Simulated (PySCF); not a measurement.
## Ionisation energy of O by level of theory

O [He] 2s2 2p4 (3P) → O⁺ [He] 2s2 2p3 (4S), as a difference of total energies. Computed with PySCF 2.14 in x2c-TZVPall, with scalar relativity by spin-free X2C-1e. Correlated levels: valence: 1s2 frozen. The calculations carry no spin-orbit coupling.

Problem. Order these methods by the ionisation energy they give, lowest first.
A. CCSD(T) (valence)
B. CCSD (valence)
C. MN15
D. r2SCAN

Solution. B (13.285 eV), A (13.320 eV), D (13.674 eV), C (13.867 eV).

Errors of the correlated levels include the incompleteness of this basis and the frozen core.

For comparison: 13.608 eV (measured; NIST levels, between the centres of gravity of the two terms).
